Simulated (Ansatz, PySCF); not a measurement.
Species: acetonitrile, C2H3N, net charge 0, singlet state. SMILES: CC#N
Coordinates optimised at B3LYP-D3(BJ)/def2-TZVP (Ansatz, a first-principles code):
```
C
H 1 1.0902
H 1 1.0902 2 108.78
H 1 1.0902 2 108.78 3 118.36
C 1 1.4544 2 110.15 3 -120.82
N 5 1.1493 3 150.78 1 180.00
```


Quantity: enthalpy of formation at 298 K (from the atomisation energy, B3LYP-D3(BJ)/def2-TZVP harmonic zero-point and thermal terms from PySCF, and the atoms' enthalpies of formation in the G2/97 table; no spin-orbit terms, and no core term in the frozen-core levels), in kJ/mol. Correlated levels leave the core frozen unless marked. Open shells are spin-unrestricted. No spin-orbit coupling. Non-relativistic. The coupled-cluster limit lacks core correlation, which all-electron functionals hold. CBS(X,Y): correlation extrapolated as X^-3; Hartree-Fock from the larger set. [CCSD(T)-MP2]/basis is that difference in the basis named.

```json
[
 {"level": "HF/aug-cc-pVTZ", "program": "Ansatz", "enthalpy of formation at 298 K (kJ/mol)": "838.3"},
 {"level": "TPSS-D4/def2-TZVPD", "program": "PySCF + dftd4", "enthalpy of formation at 298 K (kJ/mol)": "55.4"},
 {"level": "BHLYP-D4/def2-TZVPD", "program": "Ansatz + dftd4", "enthalpy of formation at 298 K (kJ/mol)": "173.5"},
 {"level": "TPSSh/def2-TZVPD", "program": "PySCF", "enthalpy of formation at 298 K (kJ/mol)": "85.0"},
 {"level": "r2SCANh/def2-TZVPD", "program": "Ansatz", "enthalpy of formation at 298 K (kJ/mol)": "111.5"},
 {"level": "wB97M-V/def2-TZVPD", "program": "Ansatz", "enthalpy of formation at 298 K (kJ/mol)": "70.0"},
 {"level": "MP2/STO-3G", "program": "Ansatz", "enthalpy of formation at 298 K (kJ/mol)": "199.6"},
 {"level": "SCS-MP2/aug-cc-pVDZ", "program": "Ansatz", "enthalpy of formation at 298 K (kJ/mol)": "224.6"},
 {"level": "CCSD(T)/aug-cc-pVTZ", "program": "Ansatz", "enthalpy of formation at 298 K (kJ/mol)": "141.6"},
 {"level": "RI-MP2/CBS(aug-cc-pVTZ,aug-cc-pVQZ)+[CCSD(T)-MP2]/aug-cc-pVTZ", "program": "Ansatz", "enthalpy of formation at 298 K (kJ/mol)": "82.3"}
]
```
